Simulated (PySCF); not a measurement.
# CS: the cost of one run

The runs use PySCF 2.14.0, with density-fitted response routines of our own; the level of theory stands in each step. All values are computed, except where a source is named. Atoms count from 0, in the outputs and in this text.

## 1. Starting geometry

2 atoms, charge 0, multiplicity 1; geometry from: MMFF94s. The atoms were then displaced at random by about 0.03 Å, so the start is not that level's minimum.

Bonds of the start (Å): C0–S1 1.88.

## 2. Optimising the geometry at PBE0-D3(BJ)/def2-SVP

Job settings and geometry (Å):

```
{"job": {"xc": "PBE0", "basis": "def2-SVP", "d3": "d3bj", "grid": 1, "shake": 0.03, "kind": "geom"}, "charge": 0, "multiplicity": 1}
C      0.960400    -0.076670     0.012540
S     -0.916210    -0.013580    -0.006470
```

On the command line:

```bash
$ OMP_NUM_THREADS=1 python probes_run.py task.json out
```

One launch serves the whole session: the jobs run in the order shown.

**Question.** How long does this first job take on 1 thread of Intel Xeon Platinum 8488C, shared host, and how much memory does it need?

About 1.4 s, with a peak of 0.23 GiB.
